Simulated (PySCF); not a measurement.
## [C3H5S]-: core ionisation energies

C3H5S (charge -1).
Geometry (PBE0-D3(BJ)/def2-SVP, Å), atoms numbered from 1 in this order:
```xyz
9
C3H5S angstrom
C      1.5643    0.0529   -0.2041
C      0.3662   -0.2924    0.2955
C     -0.9734    0.1503   -0.1855
S     -1.8091    1.0426    1.1644
H      1.6432    0.7107   -1.0780
H      2.5024   -0.2606    0.2678
H      0.3213   -0.9219    1.1950
H     -1.5503   -0.7464   -0.5037
H     -0.8417    0.7645   -1.1011
```

Theory: delta-SCF UKS SCAN, pcX-2 on the ionised atom, pcseg-1 elsewhere, spin-free X2C in PySCF 2.14.0. These are vertical core ionisation energies against the vacuum level, from separate self-consistent calculations with and without the core hole.

Problem. List the computed XPS lines with their assignment.

Solution. 
| atom(s) | bonded to | level | binding energy (eV) | above the level's lowest (eV) | count |
| --- | --- | --- | --- | --- | --- |
| C1 | C (double bond) and 2 H | C 1s | 285.27 | 0.00 | 1 |
| C2 | C (double bond), C and H | C 1s | 285.74 | +0.47 | 1 |
| C3 | S, C and 2 H | C 1s | 285.88 | +0.61 | 1 |
| S4 | C | S 1s | 2468.77 | 0.00 | 1 |

The listed C 1s values span 0.61 eV, from C1 (bonded to C (double bond) and 2 H) to C3 (bonded to S, C and 2 H). The widest gap between neighbouring values is 0.47 eV, between 285.27 and 285.74 eV.

Problem. Which effective nuclear charge Zeff reproduces each element's mean 1s value in the hydrogen-like formula E = 13.606 eV × Zeff²?

Solution. C (Z = 6): mean 285.6 eV, Zeff = 4.58, Z − Zeff = 1.42; S (Z = 16): mean 2468.8 eV, Zeff = 13.47, Z − Zeff = 2.53. Means run over the listed sites, weighted by atom count.

Not every level is listed. The unrestricted hole states depart most from a pure doublet (⟨S²⟩ = 0.75; over 0.85 named) for C 1s of C1 (0.85) and C 1s of C2 (0.85), which makes these values less certain. The species carries charge -1, so core ionisation leaves a neutral species. The basis sets have no added diffuse functions. The structure is a single PBE0-D3(BJ)/def2-SVP conformer in the gas phase; no vibrational or solvent corrections. The geometry's basis has no diffuse functions, a weakness for an anion.
